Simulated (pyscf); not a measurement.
A first-order saddle from PySCF, ωB97X-D3(BJ)/def2-SVP:

```
Si
H 1 1.4910
H 1 1.4947 2 114.54
H 1 1.4947 2 114.54 3 -135.19
H 1 1.9328 2 77.72 4 67.60
As 1 2.3970 2 103.87 5 180.00
H 6 1.5259 1 90.57 2 -179.95
```
Charge 0, spin multiplicity 3.

Surface: triplet, charge 0. Lowest wavenumbers (cm⁻¹): 527i, 183, 255, 269, 346.

### Question
What reaction is this the transition state of?

### Answer
`[AsH]` [triplet] + `[SiH4]` <-> `[SiH3][AsH]` [doublet] + `[H]` [doublet], a substitution at Si read from left to right: H–Si broken and As–Si formed. At CCSD(T)/def2-TZVPP + ΔMP2(QZVPP) it lies +1.58 eV from the left side and +0.13 eV from the right (each side as separated species at their lowest minima found). H₃Si–AsH• + H• also meet on a surface of lower spin, which isn't treated here. This is the saddle that the search found; another between the same sides may lie lower. The angle at the attacked Si is 178°. The CCSD(T) − MP2 part came from Ansatz, without density fitting, on the same reference. The frozen core leaves the outer d or s,p core shells of the metals and heavy elements correlated in the MP2 and CC values, and def2-TZVPP describes them poorly, which can shift differences by a few kcal/mol. Elements up to Kr have no core potential and no relativistic terms here.
